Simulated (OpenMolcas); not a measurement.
**A ladder of methods for BNH2 (SMILES B[N])**

BNH2 has 4 atoms, charge 0, and is taken as a triplet. SMILES: `B[N]`. The shape is that of a GFN2-xTB optimisation.

```jsonl
{"atom": "B", "x (Å)": "-0.0357", "y (Å)": "0.0066", "z (Å)": "-0.0239"}
{"atom": "N", "x (Å)": "1.0418", "y (Å)": "-0.1917", "z (Å)": "0.6977"}
{"atom": "H", "x (Å)": "-1.0569", "y (Å)": "-0.4740", "z (Å)": "0.3346"}
{"atom": "H", "x (Å)": "0.0509", "y (Å)": "0.6591", "z (Å)": "-1.0083"}
```

Quantity: the vertical energy of the singlet above the triplet, in eV. The values are calculated.

```csv
level,kind,program,value (eV),less FCI/STO-3G,CPU time (all runs)
UHF/STO-3G,Hartree–Fock,OpenMolcas,0.51,+1.40,3.6 s
USVWN5/STO-3G,LDA,OpenMolcas,-1.45,-0.56,11 s
UPBE/STO-3G,GGA,OpenMolcas,-1.14,-0.25,10 s
U-r2SCAN/STO-3G,meta-GGA,OpenMolcas,-0.78,+0.11,13 s
UM06-2X/STO-3G,hybrid meta-GGA,OpenMolcas,-0.75,+0.14,14 s
UPBE0/STO-3G,global hybrid,OpenMolcas,-0.73,+0.16,9.4 s
ROCCSD(T)/STO-3G,coupled cluster or CI,OpenMolcas,-0.86,+0.03,5.2 s
FCI/STO-3G,exact in the basis,OpenMolcas,-0.89,0.00,7.7 s
```

FCI/STO-3G is exact within its basis and frozen core, so for wave-function methods in that basis the difference is their error; functionals converge differently with the basis, so for them it is only a difference. The values span -1.45 to 0.51 eV. All rows use very small basis sets, so even the best lies far from the true value. CPU times are rough (shared hosts, several kinds of processor): they show what a rung costs within a factor of a few.
